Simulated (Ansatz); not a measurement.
Mulliken charges of `CC(F)S` from r2SCAN/def2-TZVPP in Ansatz (PBE0-D4/def2-TZVP geometry).

| atom | x (Å) | y (Å) | z (Å) | charge (e) |
| --- | --- | --- | --- | --- |
| C1 | 0.157 | 0.601 | -0.697 | -0.141 |
| C2 | 0.250 | -0.645 | 0.142 | 0.227 |
| F3 | 1.413 | -0.590 | 0.888 | -0.222 |
| S4 | -1.179 | -0.935 | 1.198 | -0.155 |
| H5 | -0.719 | 0.559 | -1.345 | 0.060 |
| H6 | 0.080 | 1.483 | -0.058 | 0.047 |
| H7 | 1.054 | 0.698 | -1.313 | 0.059 |
| H8 | 0.313 | -1.543 | -0.481 | 0.039 |
| H9 | -1.281 | 0.326 | 1.651 | 0.086 |

By hand: the dipole of these point charges (1 e Å = 4.8032 D).

Σ q r = (-0.171, 0.157, -0.290) e Å, of length 0.371 e Å = 1.78 D.

How does the dipole of the full density compare? (Best estimate.)

Computed: (-0.112, 0.226, -0.316) e Å, 1.94 D; the point charges give 0.92 times that, at 13° from its direction.

Point charges leave out the atoms' own dipoles, such as those of lone pairs, and Mulliken's split depends on the basis, so the close match here is no proof of good charges.
